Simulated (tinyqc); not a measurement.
RKS/LDA (VWN5) in the sto-6g basis, for OH-, spin multiplicity 1, step by step. The basis has no diffuse functions, so it cannot describe the extra electron: this is an exercise in the method, not the real anion. One step of it, computed by the program tinyqc.

Problem. Iteration 2: building the Kohn-Sham matrix. J_ij = sum D_kl (ij|kl); F = H + J + V_xc; E = tr D H + tr D J / 2 + E_xc + E_nn.

D after iteration 1:
```
            1O 1s      1O 2s    1O 2px    1O 2py     1O 2pz      2H 1s
1O 1s    2.113911  -0.495722  0.000000  0.000000   0.015768   0.027034
1O 2s   -0.495722   2.161158  0.000000  0.000000  -0.085088  -0.156588
1O 2px   0.000000   0.000000  2.000000  0.000000   0.000000   0.000000
1O 2py   0.000000   0.000000  0.000000  2.000000   0.000000   0.000000
1O 2pz   0.015768  -0.085088  0.000000  0.000000   1.522411   0.303282
2H 1s    0.027034  -0.156588  0.000000  0.000000   0.303282   0.365541
```

core Hamiltonian H = T + V (hartree):
```
             1O 1s      1O 2s     1O 2px     1O 2py     1O 2pz      2H 1s
1O 1s   -32.312370  -7.135430   0.000000   0.000000  -0.007811  -0.636854
1O 2s    -7.135430  -8.538651   0.000000   0.000000  -0.092677  -1.617486
1O 2px    0.000000   0.000000  -6.833482   0.000000   0.000000   0.000000
1O 2py    0.000000   0.000000   0.000000  -6.833482   0.000000   0.000000
1O 2pz   -0.007811  -0.092677   0.000000   0.000000  -6.881728  -1.297572
2H 1s    -0.636854  -1.617486   0.000000   0.000000  -1.297572  -3.501635
```

Two-electron integrals (ij|kl) in chemists' order, unique and non-zero (hartree):
```
(11|11) 4.787491   (21|11) 0.675884   (21|21) 0.121505   (22|11) 1.117379
(22|21) 0.249212   (22|22) 0.817383   (31|31) 0.025762   (32|31) 0.039145
(32|32) 0.180664   (33|11) 1.117381   (33|21) 0.249212   (33|22) 0.817382
(33|33) 0.880663   (41|41) 0.025762   (42|41) 0.039145   (42|42) 0.180664
(43|43) 0.047461   (44|11) 1.117381   (44|21) 0.249212   (44|22) 0.817382
(44|33) 0.785741   (44|44) 0.880663   (51|51) 0.025762   (52|51) 0.039145
(52|52) 0.180664   (53|53) 0.047461   (54|54) 0.047461   (55|11) 1.117381
(55|21) 0.249212   (55|22) 0.817382   (55|33) 0.785741   (55|44) 0.785741
(55|55) 0.880663   (61|11) 0.063566   (61|21) 0.010970   (61|22) 0.022064
(61|33) 0.022019   (61|44) 0.022019   (61|51) 0.000537   (61|52) 0.001060
(61|55) 0.022154   (61|61) 0.001009   (62|11) 0.182518   (62|21) 0.041415
(62|22) 0.154076   (62|33) 0.151392   (62|44) 0.151392   (62|51) 0.003325
(62|52) 0.026271   (62|55) 0.159443   (62|61) 0.003772   (62|62) 0.039147
(63|31) 0.004212   (63|32) 0.024933   (63|53) 0.005214   (63|63) 0.005012
(64|41) 0.004212   (64|42) 0.024933   (64|54) 0.005214   (64|64) 0.005012
(65|11) 0.145500   (65|21) 0.033432   (65|22) 0.132414   (65|33) 0.126860
(65|44) 0.126860   (65|51) 0.006440   (65|52) 0.045254   (65|55) 0.143521
(65|61) 0.003158   (65|62) 0.040832   (65|65) 0.046968   (66|11) 0.378725
(66|21) 0.087466   (66|22) 0.373868   (66|33) 0.361508   (66|44) 0.361508
(66|51) 0.007426   (66|52) 0.083377   (66|55) 0.398587   (66|61) 0.007998
(66|62) 0.131597   (66|65) 0.155621   (66|66) 0.774999
```

nuclear repulsion = 3.05001274 hartree

V_xc (hartree):
```
            1O 1s      1O 2s     1O 2px     1O 2py     1O 2pz      2H 1s
1O 1s   -2.946630  -0.378785   0.000000   0.000000   0.000293  -0.036698
1O 2s   -0.378785  -0.824630   0.000000   0.000000   0.000559  -0.140030
1O 2px   0.000000   0.000000  -0.828254   0.000000   0.000000   0.000000
1O 2py   0.000000   0.000000   0.000000  -0.828254   0.000000   0.000000
1O 2pz   0.000293   0.000559   0.000000   0.000000  -0.816723  -0.115583
2H 1s   -0.036698  -0.140030   0.000000   0.000000  -0.115583  -0.346333
```

E_xc = sum of w rho eps_xc = -9.37220965 hartree

Give: Coulomb J; Kohn-Sham matrix F; total energy of this density.

Solution.

Coulomb J (hartree):
```
         1O 1s  1O 2s  1O 2px  1O 2py  1O 2pz  2H 1s
1O 1s   18.209  3.263   0.000   0.000   0.000  0.297
1O 2s    3.263  8.565   0.000   0.000   0.020  1.583
1O 2px   0.000  0.000   8.573   0.000   0.000  0.000
1O 2py   0.000  0.000   0.000   8.573   0.000  0.000
1O 2pz   0.000  0.020   0.000   0.000   8.549  1.352
2H 1s    0.297  1.583   0.000   0.000   1.352  3.898
```

Kohn-Sham matrix F (hartree):
```
          1O 1s   1O 2s  1O 2px  1O 2py  1O 2pz   2H 1s
1O 1s   -17.050  -4.251   0.000   0.000  -0.008  -0.377
1O 2s    -4.251  -0.798   0.000   0.000  -0.072  -0.175
1O 2px    0.000   0.000   0.912   0.000   0.000   0.000
1O 2py    0.000   0.000   0.000   0.912   0.000   0.000
1O 2pz   -0.008  -0.072   0.000   0.000   0.851  -0.061
2H 1s    -0.377  -0.175   0.000   0.000  -0.061   0.050
```

total energy of this density = -73.97790 hartree

This density is a damped mixture and is not idempotent.
